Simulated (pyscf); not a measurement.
A first-order saddle from PySCF, ωB97X-D3(BJ)/def2-SVP:

```xyz
10

Cl     0.6228    -0.5559     2.2010
Ga    -0.8076    -0.5951     0.6001
Cl    -2.0276    -2.3122     0.1834
H     -1.7601     0.7656     0.6678
C      0.0151     0.1796    -1.1519
C     -0.9297     1.1686    -0.7706
H      1.0749     0.3784    -0.9716
H     -0.2418    -0.4923    -1.9752
H     -0.6026     2.0892    -0.2773
H     -1.9024     1.2297    -1.2683
```

Surface: singlet, charge 0. Lowest wavenumbers (cm⁻¹): 833i, 97, 118, 164, 205.

Question: Name the species on either side of this saddle.

Answer: Cl–GaH–Cl + H₂C=CH₂ ⇌ H₃C–CH₂–Ga(Cl)–Cl, an addition across a multiple bond or ene-type step read from left to right: Ga–H broken and C–Ga, C–H formed. At ωB97M-D3(BJ)/def2-TZVP it lies +69.2 kJ/mol from the left side and +207.6 kJ/mol from the right (each side as separated species at their lowest minima found). On the reactant side the descent ends in a bound adduct (not fully relaxed), 54.5 kJ/mol under the separated species and 107.6 kJ/mol under the saddle at ωB97X-D3(BJ)/def2-TZVP. On the product side the descent ends in a point that may be a rotor saddle (no frequency run), 15.3 kJ/mol over the lowest minimum found and 192.8 kJ/mol under the saddle at ωB97X-D3(BJ)/def2-TZVP. At the saddle there is also a short C–Ga contact that neither side keeps. At ωB97X-D3(BJ)/def2-TZVP the barrier from the zero used here is 53.0 kJ/mol. This is the saddle that the search found; another between the same sides may lie lower. Elements up to Kr have no core potential and no relativistic terms here.
